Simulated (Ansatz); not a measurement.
[P2H3]− (SMILES [PH-]P): where methods fail along a bond

[P2H3]−: 5 atoms, total charge -1, spin state singlet. As SMILES, `[PH-]P`. Geometry: relaxed at GFN2-xTB. This is one conformer, not always the lowest.

```xyz
5

P     0.7902   -1.1094    0.1438
P    -0.4775    0.5463    0.0761
H     0.2795   -1.4626    1.3644
H    -0.9839    0.4702   -1.2282
H     0.3917    1.5555   -0.3561
```

The P1–H3 distance is scanned; the parts on either side stay rigid. Basis STO-3G, 10 core orbitals frozen in the correlated methods; program Ansatz 0.2.0. FCI is exact within this basis and core. Energies in eV from each method's value at 1.369 Å; methods without a U are spin-restricted. The set has no diffuse functions, which an anion needs. The shape above is that at 1.369 Å.

| distance (Å) | revPBE | CAM-B3LYP | wB97M-V | HSE06 | BCCD(T) |
| --- | --- | --- | --- | --- | --- |
| 1.369 | 0.00 | 0.00 | 0.00 | 0.00 | 0.00 |
| 1.712 | 0.46 | 0.66 | 0.66 | 0.64 | 0.58 |
| 2.054 | 1.71 | 2.16 | 2.16 | 2.10 | 1.96 |
| 2.739 | 3.75 | 4.70 | 4.76 | 4.49 | 4.07 |
| 3.423 | 4.69 | 6.01 | 6.16 | 5.62 | 4.69 |

Estimate the FCI curve, and say how far off each method is.


```csv
distance (Å),FCI
1.369,0.00
1.712,0.58
2.054,1.96
2.739,4.05
3.423,4.70
```

Departure from the FCI curve at its largest: revPBE -0.30 eV at 2.74 Å; CAM-B3LYP +1.32 eV at 3.42 Å; wB97M-V +1.47 eV at 3.42 Å; HSE06 +0.92 eV at 3.42 Å; BCCD(T) +0.01 eV at 2.74 Å. Restricted functionals keep the electrons paired too, and rise too high.
